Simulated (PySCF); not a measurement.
**One reaction down a group: C, Si, Ge, Sn**

The same gas-phase reaction for C, Si, Ge, Sn:
- 2 CHCl + Cl2 → CH2Cl2 + CCl2
- 2 SiHCl + Cl2 → SiH2Cl2 + SiCl2
- 2 GeHCl + Cl2 → GeH2Cl2 + GeCl2
- 2 SnHCl + Cl2 → SnH2Cl2 + SnCl2

Energies from PySCF, thermal terms from the rigid-rotor harmonic-oscillator model, ideal gas at 1 bar. † marks an energy on the PBE0/def2-TZVP geometry and frequencies. CCSD(T) freezes the core. All species are closed-shell singlets. Sn: scalar-relativistic def2 core potential, no spin-orbit coupling. Ge: all electrons, no relativistic terms. SiHCl, GeHCl, SnHCl, SnH2Cl2: computed as isolated molecules; such fragments, hydroxides, amides, oligomers or adducts are transient or little studied in the gas. CCSD(T) isn't extrapolated to the basis-set limit. The harmonic model lacks anharmonicity and excited electronic states, which grow with temperature; levels with a mode under 35 cm⁻¹ are left out. Soft modes under 120 cm⁻¹ make the harmonic entropy rough for SnH2Cl2, SnCl2. Warning, large T1 diagnostic: CCl2, CHCl (CCSD(T)/def2-SVP†).

ΔH°(298 K) in kJ, by level:

```json
[
 {"level": "ωB97M-V/def2-TZVP†", "C": "-506.1", "Si": "-595.3", "Ge": "-478.5", "Sn": "-430.5"},
 {"level": "r2SCAN/def2-TZVP†", "C": "-537.6", "Si": "-622.4", "Ge": "-503.9", "Sn": "-443.9"},
 {"level": "HF/def2-TZVP†", "C": "-449.5", "Si": "-596.9", "Ge": "-487.7", "Sn": "-439.1"},
 {"level": "PBE0/def2-QZVP†", "C": "-526.2", "Si": "-597.2", "Ge": "-481.5", "Sn": "-426.4"},
 {"level": "ωB97X-V/def2-TZVP†", "C": "-515.7", "Si": "-607.8", "Ge": "-494.0", "Sn": "-442.2"},
 {"level": "CCSD(T)/def2-SVP†", "C": "-515.9", "Si": "-584.8", "Ge": "-493.3", "Sn": "-437.3"}
]
```

At ωB97M-V/def2-TZVP†, ΔH° is not monotonic: it is lowest for Si and highest for Sn, over a range of 164.8 kJ; the steps are -89.2, +116.8, +48.0 kJ. 5 of the 6 levels shown give the same order; HF/def2-TZVP† orders the members differently. The levels scatter most for C (88.1 kJ between the highest and the lowest) and least for Sn (17.5 kJ). ΔS°(298 K) runs from -157.6 to -150.0 J/K, so TΔS° at 298 K spreads over 2.3 kJ among the members, against 164.8 kJ for ΔH°.

Free energies at ωB97M-V/def2-TZVP†:

```tsv
member	ΔS°(298 K), J/K	ΔG°(298 K), kJ	ΔG°(1000 K), kJ	ΔG° changes sign
C	-157.6	-459	-347	none from 298 to 2500 K
Si	-156.7	-549	-440	none from 298 to 2500 K
Ge	-155.2	-432	-326	none from 298 to 2500 K
Sn	-150.0	-386	-284	none from 298 to 2500 K
```

The NASA 1993 table, where it holds all species, gives ΔH°(298 K) = -473 kJ for C; its entries are part measured, part old estimates, and weren't checked at source.
